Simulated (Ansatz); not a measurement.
**SH, doublet: the ladder up to UCCSDT(Q)**

Geometry: that of the SH⁻, triplet, kept fixed.

```xyz
2

S     0.0000    0.0000    0.0000
H     0.0000    0.0000    1.9484
```

Basis aug-cc-pVDZ; Ansatz 0.2.0. Only valence electrons are correlated (noble-gas cores frozen), which leaves 7 electrons in 31 orbitals. Prefix R: restricted or restricted open-shell reference; prefix U: unrestricted. Active spaces: valence = (7e, 5o) chosen from the atoms' valence shells.

Full CI isn't at hand for all of this; UCCSDT(Q) serves as the reference, and is uncertain by about the last step of the cluster series. The frozen core follows each run's orbitals, which can shift R against U totals by a few meV.

Unrestricted rows (U) aren't spin-pure: their determinants' ⟨S²⟩ exceeds S(S+1) by up to 0.45, so they mix in states of higher spin. For open shells CISD is restricted-active-space CI with the open shells as a complete middle space.

```
UHF ⟨S²⟩                          : 1.204
T1 diagnostic (RCCSD)             : 0.0257
largest doubles amplitude (RCCSD) : 0.132
T1 diagnostic (UCCSD)             : 0.0798
```

```json
{"level": "RHF", "E − E(UCCSDT(Q)) (kcal/mol)": "106.68", "share of correlation (%)": "0.00", "wall time": "–"}
{"level": "UHF", "E − E(UCCSDT(Q)) (kcal/mol)": "96.61", "share of correlation (%)": "9.44", "wall time": "–"}
{"level": "RMP2", "E − E(UCCSDT(Q)) (kcal/mol)": "22.24", "share of correlation (%)": "79.16", "wall time": "–"}
{"level": "UMP2", "E − E(UCCSDT(Q)) (kcal/mol)": "28.37", "share of correlation (%)": "73.40", "wall time": "–"}
{"level": "CISD", "E − E(UCCSDT(Q)) (kcal/mol)": "9.83", "share of correlation (%)": "90.78", "wall time": "3.6 s"}
{"level": "RCCSD", "E − E(UCCSDT(Q)) (kcal/mol)": "4.39", "share of correlation (%)": "95.89", "wall time": "–"}
{"level": "UCCSD", "E − E(UCCSDT(Q)) (kcal/mol)": "4.62", "share of correlation (%)": "95.67", "wall time": "–"}
{"level": "RCCSD(T)", "E − E(UCCSDT(Q)) (kcal/mol)": "0.90", "share of correlation (%)": "99.16", "wall time": "7.5 s"}
{"level": "UCCSD(T)", "E − E(UCCSDT(Q)) (kcal/mol)": "1.30", "share of correlation (%)": "98.78", "wall time": "22 s"}
{"level": "BCCD(T)", "E − E(UCCSDT(Q)) (kcal/mol)": "0.92", "share of correlation (%)": "99.14", "wall time": "9.6 s"}
{"level": "RCCSDT", "E − E(UCCSDT(Q)) (kcal/mol)": "0.26", "share of correlation (%)": "99.76", "wall time": "–"}
{"level": "UCCSDT", "E − E(UCCSDT(Q)) (kcal/mol)": "0.25", "share of correlation (%)": "99.76", "wall time": "–"}
{"level": "RCCSDT(Q)", "E − E(UCCSDT(Q)) (kcal/mol)": "0.00", "share of correlation (%)": "100.00", "wall time": "23 s"}
{"level": "CASSCF (valence space)", "E − E(UCCSDT(Q)) (kcal/mol)": "79.57", "share of correlation (%)": "25.41", "wall time": "–"}
{"level": "NEVPT2 (valence space)", "E − E(UCCSDT(Q)) (kcal/mol)": "19.30", "share of correlation (%)": "81.91", "wall time": "3 s"}
{"level": "MRCISD (valence space)", "E − E(UCCSDT(Q)) (kcal/mol)": "4.85", "share of correlation (%)": "95.46", "wall time": "–"}
{"level": "MRCISD+Q (valence space)", "E − E(UCCSDT(Q)) (kcal/mol)": "-0.09", "share of correlation (%)": "100.08", "wall time": "3.6 s"}
```

The correlation energy at UCCSDT(Q), counted from RHF, is -4.626 eV. That run took 38 s on 1 thread of Intel Xeon, shared host.

Times hold each run's SCF and search for its determinant on a shared host, so for small cases they say little of a method's own cost; they ran on 1 thread of Intel Xeon.

Natural occupations of CASSCF (valence space) about the gap: 2.000 1.999 1.851 1.000 0.151; effectively unpaired electrons, Σ n²(2−n)², 1.15.
